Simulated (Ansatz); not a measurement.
# [NH2]− (SMILES [NH2-]): HF/STO-3G

Aim: the vertical singlet–triplet gap of [NH2]− at HF/STO-3G, from 2 runs. 

The calculation is run with Ansatz 0.2.0.

### Step 1. The molecule

The species is [NH2]− (3 atoms), meant as a singlet with charge -1. SMILES: `[NH2-]`. The coordinates come from a PBE0-D4/def2-TZVPD relaxation.

Bond lengths: N1–H2 1.027 Å, N1–H3 1.027 Å. Angles: H2–N1–H3 101.8°.

### Step 2. The energy at HF/STO-3G

input.yaml

```yaml
crystal:
  periodic: [false, false, false]
  atoms:
    - symbol: "N"
      position_ang: [0.342200, -0.203000, 0.168700]
    - symbol: H
      position_ang: [0.125500, 0.801200, 0.156000]
    - symbol: H
      position_ang: [-0.467700, -0.598200, -0.324700]
basis:
  gaussian:
    orbitals: STO-3G
total_charge: -1
hamiltonian:
  xc: hf
accuracy: high
output:
  orbitals: {seedname: orbitals}
```

Started as:

```sh
ansatz run input.yaml --threads 1 --pin off --max-ram 3480MiB --events-out events.jsonl --progress --plain --runs-dir runs
```

What it wrote:

```text
Warning: RAYON_NUM_THREADS=1 ignored (pool sized by the plan → 1); use --threads N
Functional definition: HF
  name "HF"
  exchange = exact_x
  correlation = 0
92 factors; integrals over basis functions are off by at most 1.1e-8 eV
mean field evaluation 1: about -1484.5275 eV, gradient 1.3e1 eV
mean field evaluation 2: about -1484.5661 eV, gradient 1.3e1 eV
mean field evaluation 4: about -1485.1413 eV, gradient 2.0e-1 eV
mean field evaluation 8: about -1485.1408 eV, gradient 3.4e-5 eV
mean field -1485.14080476 eV, -54.5779179103 hartree, gradient 8.0e-8 eV, S^2 0.000000; 0 other end points of the search recorded, 0 dependent functions left out
reference -1485.14080476 eV, -54.5779179103 hartree; 5, 5 occupied and 2, 2 virtual orbitals, 92 factors
Total energy: -1485.14080476 eV, -54.5779179103 hartree
```

Run time: 0.04 s. Hardware: 1 thread of Arm Neoverse V1, shared host.

### Step 3. The triplet at the same level

molecule.yaml

```yaml
crystal:
  periodic: [false, false, false]
  atoms:
    - {symbol: N, position_ang: [0.342200, -0.203000, 0.168700]}
    - {symbol: H, position_ang: [0.125500, 0.801200, 0.156000]}
    - {symbol: H, position_ang: [-0.467700, -0.598200, -0.324700]}
basis:
  gaussian: {orbitals: STO-3G}
total_charge: -1
magnetization: {spin_polarized: true, initial_magnetization: 2}
hamiltonian: {xc: hf}
accuracy: high
output: {orbitals: {seedname: orbitals}}
```

Started as:

```sh
ansatz run molecule.yaml --threads 1 --pin off --max-ram 3480MiB --events-out events.jsonl --progress --plain --runs-dir runs
```

What it wrote:

```text
Warning: RAYON_NUM_THREADS=1 ignored (pool sized by the plan → 1); use --threads N
Functional definition: HF
  name "HF"
  exchange = exact_x
  correlation = 0
92 factors; integrals over basis functions are off by at most 1.1e-8 eV
mean field evaluation 1: about -1475.4838 eV, gradient 3.8e0 eV
mean field evaluation 2: about -1475.6161 eV, gradient 3.8e0 eV
mean field evaluation 4: about -1475.7871 eV, gradient 5.7e-1 eV
mean field evaluation 8: about -1475.7930 eV, gradient 1.0e-7 eV
mean field evaluation 16: about -1475.5296 eV, gradient 1.1e0 eV
mean field evaluation 32: about -1475.4523 eV, gradient 1.2e0 eV
mean field -1475.79297850 eV, -54.2343916315 hartree, gradient 3.8e-8 eV, S^2 2.003791; 0 other end points of the search recorded, 0 dependent functions left out
reference -1475.79297850 eV, -54.2343916315 hartree; 6, 4 occupied and 1, 3 virtual orbitals, 92 factors
Total energy: -1475.79297850 eV, -54.2343916315 hartree
```

Wall time 0.06 s (1 thread of Arm Neoverse V1, shared host).

### Step 4. Summary of results

Level: HF/STO-3G.

| quantity | value |
| --- | --- |
| singlet: total energy | -54.57792 Eh |
| singlet: HOMO energy | 5.41 eV |
| singlet: LUMO energy | 30.92 eV |
| singlet: HOMO–LUMO gap (to an unbound level, set by the basis) | 25.51 eV |
| triplet: total energy | -54.23439 Eh |
| triplet: HOMO energy (highest over α and β) | 16.07 eV |
| triplet: LUMO energy (lowest over α and β) | 22.31 eV |
| triplet: ⟨S²⟩ | 2.004 |
| vertical energy of the triplet above the singlet | 9.348 eV |

What this shows: At this shape the triplet lies 9.35 eV (902 kJ/mol) above the singlet. For an anion a state so high probably lies above electron detachment. In a minimal basis such a difference can be off by several eV, whatever the method. The HOMO (singlet) lies at positive energy, 5.41 eV: the electron is unbound at this level or held by a compact basis; values depend on the basis. The HOMO (triplet) lies at positive energy, 16.07 eV: the electron is unbound at this level or held by a compact basis; values depend on the basis.
